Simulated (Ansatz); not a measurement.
Which is lower?

The two ends of one reaction step of Si2H3F, singlet (PBE0-D4/def2-TZVP).

A:

F1  (1.635, 0.447, -0.338)
Si2  (0.250, 0.241, 0.455)
Si3  (-1.551, -0.769, -0.721)
H4  (-0.709, -0.917, -1.982)
H5  (0.557, -0.589, 1.657)
H6  (-0.182, 1.588, 0.930)
(Å)

B:

```xyz
6
angstrom
F 1.0320 -0.8321 -1.8688
Si 0.0956 0.0653 1.1947
Si -0.1233 -0.2045 -0.9619
H -1.4108 -0.6080 -1.5846
H 1.4183 0.6123 1.6002
H -1.0118 0.9671 1.6204
```

Program: Ansatz 0.2.0. Basis: def2-TZVPP. Cores are frozen in the correlated methods. B3LYP uses VWN-RPA correlation.

**Question.** Which structure is lower at CCSD(T), and by how much? (To be estimated.)

**Answer.** Computed: B, by 3.93 kcal/mol (electronic energy, against the other). By their contacts, A is Si₂H₃F ([F][SiH2][SiH]) and B is Si₂H₃F ([F][SiH][SiH2]).

**Question.** Do the other methods give the same order? (Judge from chemistry; the calculation decides.)

**Answer.** Computed: Not all: HF gives the other order.

```tsv
method	E(B) − E(A) (kcal/mol)
SPW92	-10.53
PBE-D4	-8.21
BLYP-D4	-6.42
r2SCAN-D4	-8.23
B97M-V	-5.72
PBE0-D4	-5.39
B3LYP-D4	-4.29
r2SCAN0-D4	-5.56
BHLYP-D4	-0.87
CAM-B3LYP-D4	-1.84
wB97X-V	-0.56
wB97M-V	-1.18
B2PLYP	-4.08
PBE-QIDH	-3.91
RPA on PBE	-2.97
HF	5.94
MP2	-4.58
CCSD	-1.41
CCSD(T)	-3.93
```

The T1 diagnostic stays at or below 0.018. The restricted Hartree–Fock reference is unstable towards an unrestricted one at one or more of these structures. A large double-excitation amplitude points to some diradical character; no triplet was computed.

Labels in which every atom is bracketed show which atoms are joined, not bond orders.

For scale, one of the runs: CCSD(T)/def2-TZVPP, 157 basis functions, launched by `ansatz run in.yaml --threads 2 --pin off --events-out ev --progress --plain --max-ram 4352MiB`. Hardware: 2 CPU threads of an Arm Neoverse V1, shared host. Wall time 17 s; peak host memory 1 GiB.
